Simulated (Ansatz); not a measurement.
Scan of SnH⁺, singlet

Starting geometry (PBE0/def2-TZVP stationary point for this spin):

```xyz
2

Sn    0.0000    0.0000    0.0000
H     0.0000    0.0000    1.7602
```

From there H2 moves along the line of the two atoms named below, all else staying in place; atoms are numbered as listed. Energies are in kJ/mol, counted from the starting geometry at the same level. Kohn–Sham curves are unrestricted where that lies lower.

Basis def2-TZVPP with its core potentials; Ansatz 0.2.0. Only valence electrons are correlated (noble-gas cores and the filled d shells of p-block atoms frozen). No spin–orbit coupling is included; scalar relativity enters through the core potentials alone.

Unrestricted Kohn–Sham rows aren't spin-pure: their determinants' ⟨S²⟩ exceeds S(S+1) by up to 1.00, so they mix in states of higher spin.

Full CI is exact within this basis and frozen core; it isn't the basis-set limit.

```tsv
distance Sn1-H2 (Å)	B2PLYP
1.443	93.7
1.553	33.9
1.760	0.0
1.899	9.9
2.135	54.5
2.463	140.9
2.863	217.9
3.233	244.6
3.801	258.0
4.814	262.8
5.905	263.4
```

Estimate the full CI curve in def2-TZVPP from this one, knowing how B2PLYP differs from it in such a basis.

The computed full CI values, in kJ/mol from the starting point, and the difference of B2PLYP against them:
| distance Sn1-H2 (Å) | full CI | B2PLYP less full CI |
| --- | --- | --- |
| 1.443 | 97.5 | -3.8 |
| 1.553 | 36.0 | -2.1 |
| 1.760 | 0.0 | 0.0 |
| 1.899 | 8.9 | 1.0 |
| 2.135 | 50.8 | 3.7 |
| 2.463 | 123.5 | 17.4 |
| 2.863 | 195.1 | 22.8 |
| 3.233 | 234.2 | 10.4 |
| 3.801 | 258.4 | -0.4 |
| 4.814 | 265.9 | -3.1 |
| 5.905 | 266.6 | -3.2 |

The difference spans 26.6 kJ/mol and is largest, 22.8 kJ/mol, at 2.863 Å.

Functionals correlate the shells that the reference freezes, so part of their error here is the reference's.
